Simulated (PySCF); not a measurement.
Adding and removing an electron: CH

UHF-MP2; basis H def2-TZVPPD, C def2-TZVPPD; no relativity; PySCF 2.14. Neutral (UHF): doublet (π ↑), Re = 1.113 Å, ωe = 2952 cm⁻¹, De = 3.40 eV.

CH⁺ (RHF): singlet (closed shell), Re = 1.124 Å, ωe = 2939 cm⁻¹, De = 4.00 eV to H + C⁺. The energies at the minima are -38.38360 hartree for CH and -37.99226 for CH⁺.

(1) Work out the adiabatic ionisation energy, without and with harmonic zero-point energies (1 hartree = 27.2114 eV, 1 eV = 8065.5 cm⁻¹), and the change of the bond length.

CH⁻ (UHF): triplet (π ↑↑), Re = 1.129 Å, ωe = 2727 cm⁻¹. The energies at the minima are -38.38360 hartree for CH and -38.42235 for CH⁻.

(2) Work out the adiabatic electron affinity, without and with harmonic zero-point energies (1 hartree = 27.2114 eV, 1 eV = 8065.5 cm⁻¹), and the change of the bond length.

Correlated steps freeze 1 core orbital. For an ion De counts to the pair picked by the measured ionisation energies or electron affinities, which need not be the lowest pair at this level. Where the molecule has an RHF reference, its open-shell atoms are computed with UHF. States were picked by a PBE0 search and need not be the measured ground states.

Neutral and ion stand on different kinds of reference determinant, which adds to the error of the difference.

Answers

(1) At MP2: 0.39134 hartree = 10.649 eV between the minima; the zero-point term (2939.0 − 2952.0)/2 cm⁻¹ = -0.001 eV makes it 10.648 eV. Re changes by +1.1 pm against the neutral. The electron leaves a π orbital, which is non-bonding in a hydride.

(2) At UHF-MP2: 0.03875 hartree = 1.054 eV between the minima; the zero-point term (2952.0 − 2727.0)/2 cm⁻¹ = +0.014 eV makes it 1.068 eV. Re changes by +1.6 pm against the neutral. The electron enters a π orbital, which is non-bonding in a hydride.
